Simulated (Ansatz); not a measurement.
Naphthalene C₁₀H₈, treated with LDA (Ansatz, a quantum-chemistry and plane-wave program, plane waves, PAW).

Settings: plane-wave cutoff 500 eV, 4×4×4 k mesh, gaussian smearing 0.02 eV, scalar-relativistic PAW data made under PBE.

Computed at the level's own relaxed cell.

Task: Predict the volume per atom.

Result: 
* **volume per atom**: 8.56 Å³/atom

Measured, for comparison: equilibrium volume per atom 9.47 Å³/atom (10 K, zero-point motion not removed, unit-cell volume / atoms in the cell; as tabulated in Loboda et al. (2018), arXiv:1809.09959). Computed (rounded) less measured: equilibrium volume per atom -9.6 %. For the largest miss, another phase or state or a fault of the measured value is possible beside the level's own.

Note: the volume lies 10 % below that of the published cell.

The computed numbers hold no vibrational or temperature effects.

It cost about 12 core-minutes (a rough figure) of CPU time.
